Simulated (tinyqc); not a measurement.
Inside a calculation. Method: extended Hueckel theory, for BH3. One step of it, computed by the program tinyqc.

Problem. Orbitals. Solve H C = S C e through S^(-1/2); fill by pairs from the bottom, a degenerate level sharing its electrons equally; each orbital has its largest coefficient positive (the first on a tie).

H (eV), order 1B 2s, 1B 2px, 1B 2py, 1B 2pz, 2H 1s, 3H 1s, 4H 1s:
```
[[-15.200000, 0.000000, 0.000000, 0.000000, -14.820534, -14.818249, -14.818249],
 [0.000000, -8.500000, 0.000000, 0.000000, -12.392166, 6.194663, 6.194663],
 [0.000000, 0.000000, -8.500000, 0.000000, 0.000000, -10.731599, 10.731599],
 [0.000000, 0.000000, 0.000000, -8.500000, 0.119995, 0.119967, 0.119967],
 [-14.820534, -12.392166, 0.000000, 0.119995, -13.600000, -2.947326, -2.947326],
 [-14.818249, 6.194663, -10.731599, 0.119967, -2.947326, -13.600000, -2.945864],
 [-14.818249, 6.194663, 10.731599, 0.119967, -2.947326, -2.945864, -13.600000]]
```

overlap S, order 1B 2s, 1B 2px, 1B 2py, 1B 2pz, 2H 1s, 3H 1s, 4H 1s:
```
[[1.000000, 0.000000, 0.000000, 0.000000, 0.513811, 0.513732, 0.513732],
 [0.000000, 1.000000, 0.000000, 0.000000, 0.546943, -0.273409, -0.273409],
 [0.000000, 0.000000, 1.000000, 0.000000, 0.000000, 0.473652, -0.473652],
 [0.000000, 0.000000, 0.000000, 1.000000, -0.005296, -0.005295, -0.005295],
 [0.513811, 0.546943, 0.000000, -0.005296, 1.000000, 0.108358, 0.108358],
 [0.513732, -0.273409, 0.473652, -0.005295, 0.108358, 1.000000, 0.108304],
 [0.513732, -0.273409, -0.473652, -0.005295, 0.108358, 0.108304, 1.000000]]
```

valence electrons = 6

Give: orbital energies; occupations; coefficients; sum of one-electron energies.

Solution.

orbital energies (eV): [-21.5278, -15.5513, -15.5508, -8.5004, 20.2886, 20.2901, 39.6507]

occupations: [2.0000, 2.0000, 2.0000, 0.0000, 0.0000, 0.0000, 0.0000]

coefficients, order 1B 2s, 1B 2px, 1B 2py, 1B 2pz, 2H 1s, 3H 1s, 4H 1s:
```
[[0.5077, 0.0000, 0.0000, 0.0088, 0.0000, -0.0009, 1.6144],
 [0.0000, 0.0000, 0.4499, 0.0000, 0.0000, 1.3455, 0.0011],
 [0.0000, 0.4498, 0.0000, 0.0000, 1.3455, 0.0000, 0.0000],
 [-0.0004, 0.0000, 0.0000, 1.0000, 0.0000, 0.0000, -0.0172],
 [0.2849, 0.0000, 0.5441, -0.0019, 0.0000, -1.0990, -0.8397],
 [0.2849, 0.4712, -0.2721, -0.0019, -0.9522, 0.5502, -0.8384],
 [0.2849, -0.4712, -0.2721, -0.0019, 0.9522, 0.5502, -0.8384]]
```

sum of one-electron energies = -105.2600 eV
